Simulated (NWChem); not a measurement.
# dimethyl ether (C2H6O); SMILES COC

Program: NWChem. Pople sets run with spherical d functions. STO-3G and 3-21G are far too small for this property and stand as cheap habits. The geometry was optimised at PBE0/def2-SVP. Vertical excitations in the gas phase; the lowest state need not have the same character in each row.

```json
[
 {"level": "PBE/3-21G, TDA", "basis functions": "39", "lowest excitation, singlet (eV)": "7.70", "oscillator strength of that lowest state": "0.059", "orbital gap (eV)": "7.48"},
 {"level": "PBE/6-31G*, TDA", "basis functions": "54", "lowest excitation, singlet (eV)": "7.50", "oscillator strength of that lowest state": "0.053", "orbital gap (eV)": "7.35"},
 {"level": "PBE/6-31+G*, TDA", "basis functions": "66", "lowest excitation, singlet (eV)": "5.83", "oscillator strength of that lowest state": "0.035", "orbital gap (eV)": "5.80"},
 {"level": "PBE/def2-SVP, TDA", "basis functions": "72", "lowest excitation, singlet (eV)": "6.79", "oscillator strength of that lowest state": "0.067", "orbital gap (eV)": "6.68"},
 {"level": "PBE/def2-SVPD, TDA", "basis functions": "111", "lowest excitation, singlet (eV)": "6.07", "oscillator strength of that lowest state": "0.032", "orbital gap (eV)": "6.03"},
 {"level": "PBE/def2-TZVP, TDA", "basis functions": "129", "lowest excitation, singlet (eV)": "6.48", "oscillator strength of that lowest state": "0.058", "orbital gap (eV)": "6.40"},
 {"level": "PBE/aug-cc-pVDZ, TDA", "basis functions": "123", "lowest excitation, singlet (eV)": "?", "oscillator strength of that lowest state": "0.033", "orbital gap (eV)": "?"}
]
```

Problem. Complete the blanks.

Solution. 
- PBE/aug-cc-pVDZ, TDA, lowest excitation, singlet (eV): 5.40
- PBE/aug-cc-pVDZ, TDA, orbital gap (eV): 5.39
